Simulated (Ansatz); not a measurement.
**SiH2O (singlet): wave-function methods side by side at distance Si1–O2 = 1.657 Å, cc-pVTZ**

The task here is to estimate one member of a computed series from the others.

The runs use Ansatz 0.2.0, Gaussian basis; cc-pVTZ, core rule «outside noble gas», up to 6 orbitals frozen.

To be run: UHF; CCSD(T) on RHF; CCSD(T) on UHF; BCCD(T) on RHF; CISD; CCSDT(Q) on RHF; CASSCF and NEVPT2, 2 electrons in 2 orbitals.

4 further runs of the same task are left out: 4 for a known fault of the program.

## The geometry

The geometry derives from a PBE0/def2-TZVP stationary point (not a proven minimum). One bond is set to the value named and the two fragments are kept rigid.

4 atoms, charge 0, spin multiplicity 1.

Atoms are counted from 1 here; the program's logs count them from 0.

Bond lengths: Si1–O2 1.657 Å, Si1–H3 1.532 Å, O2–H4 0.961 Å. Angles: O2–Si1–H3 94.4°, Si1–O2–H4 114.2°.

Set-up of the first run:

Input file in.yaml:

```yaml
crystal:
  periodic: [false, false, false]
  atoms:
    - {symbol: Si, position_ang: [0.000000, -0.118572, 0.606157]}
    - {symbol: O, position_ang: [0.000000, 0.162082, -1.027349]}
    - {symbol: H, position_ang: [0.000000, 1.366569, 0.980666]}
    - {symbol: H, position_ang: [0.000000, -0.635437, -1.563283]}
basis:
  gaussian: {orbitals: cc-pVTZ}
magnetization: {spin_polarized: true, initial_magnetization: 0}
hamiltonian: {xc: hf}
output: {orbitals: {seedname: orbitals}}
```

Run with:

```
$ ansatz run in.yaml --threads 1 --pin off --events-out ev --progress --plain --max-ram 8192MiB --backend cpu
```

Steps of the session up to this table: UHF; CCSD(T) on RHF; CCSD(T) on UHF; BCCD(T) on RHF; CISD; CCSDT(Q) on RHF; CASSCF and NEVPT2, 2 electrons in 2 orbitals.

One table of the session follows, with a row left open; its other results are not shown here.

```
     method  from RCCSDT(Q) (meV)
        RHF              +10426.0
        UHF              +10406.1
       RMP2                +936.6
       CISD               +1263.1
      RCCSD                +399.9
   RCCSD(T)                 +35.3
    BCCD(T)                 +32.3
     RCCSDT                     ?
  RCCSDT(Q)                     0
CASSCF pair               +9853.5
NEVPT2 pair                +954.4
```

Estimate the missing values for RCCSDT.

**Answer.** from RCCSDT(Q) (meV): +20.7. In the column «from RCCSDT(Q) (meV)» it lies between RCCSDT(Q) (0) and BCCD(T) (+32.3).

To keep in mind: Warnings: restricted reference is unstable; spin contamination.
